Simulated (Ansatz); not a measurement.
**AlNH₃ (doublet): the correlation ladder, cc-pVDZ**

An exercise on one series of results from a longer session: the logs are not shown, and one member is left open.

Method: cc-pVDZ, core rule «outside noble gas», up to 6 orbitals frozen; program: Ansatz 0.2.0, Gaussian basis.

Plan: UHF; CCSD(T) on ROHF; CCSD(T) on UHF; BCCD(T) on ROHF; CISD; CCSDT(Q) on ROHF; CCSDT(Q) on UHF.

25 further runs of the same task are left out: 4 for a known fault of the program, 8 that didn't finish, 13 set aside as unsound or not needed.

**The system**

The geometry is a PBE0/def2-TZVP stationary point (not a proven minimum).

5 atoms, charge 0, spin multiplicity 2.

Atoms are counted from 1 here; the program's logs count them from 0.

Bond lengths: Al1–N2 1.744 Å, Al1–H3 1.581 Å, Al1–H4 1.581 Å, N2–H5 1.005 Å. Angles: N2–Al1–H3 117.1°, N2–Al1–H4 117.1°, H3–Al1–H4 125.8°, Al1–N2–H5 180.0°.

The first run:

The input, in.yaml:

```yaml
crystal:
  periodic: [false, false, false]
  atoms:
    - {symbol: Al, position_ang: [0.000000, 0.000000, 0.585096]}
    - {symbol: N, position_ang: [0.000000, 0.000000, -1.159176]}
    - {symbol: H, position_ang: [0.000000, 1.407264, 1.304973]}
    - {symbol: H, position_ang: [0.000000, -1.407264, 1.304973]}
    - {symbol: H, position_ang: [0.000000, 0.000000, -2.164038]}
basis:
  gaussian: {orbitals: cc-pVDZ}
magnetization: {spin_polarized: true, initial_magnetization: 1}
hamiltonian: {xc: hf}
output: {orbitals: {seedname: orbitals}}
```

Run with:

```console
ansatz run in.yaml --threads 1 --pin off --events-out ev --progress --plain --max-ram 2393MiB
```

Among the steps run: UHF; CCSD(T) on ROHF; CCSD(T) on UHF; BCCD(T) on ROHF; CISD; CCSDT(Q) on ROHF; CCSDT(Q) on UHF.

One of the session's tables, all rows but one given; the rest of the session is left out.

It belongs to the step «Misses and costs». 

```
   method  from UCCSDT(Q) (kJ/mol)
     ROHF                   +644.5
      UHF                   +633.1
     RMP2                   +103.0
     UMP2                        ?
     CISD                    +61.3
    RCCSD                    +16.6
    UCCSD                    +16.4
 RCCSD(T)                     +3.7
 UCCSD(T)                     +3.7
  BCCD(T)                     +3.7
   RCCSDT                     +1.2
   UCCSDT                     +1.2
RCCSDT(Q)                     +0.1
UCCSDT(Q)                        0
```

Q: Estimate the row for UMP2 from the others.

As computed: from UCCSDT(Q) (kJ/mol): +102.7. In the column «from UCCSDT(Q) (kJ/mol)» it lies between CISD (+61.3) and RMP2 (+103.0).

With the free atoms at the same levels and basis (separate runs), the atomisation energy is 11.337 eV at UCCSDT(Q), 11.316 eV at RCCSD(T), 11.313 eV at UCCSD(T), 8.515 eV at ROHF.

Limits of these values: Restricted and unrestricted rows rest on different reference determinants; where their highest levels disagree by more than a few hundredths of an eV, they describe different states and don't form one ladder.
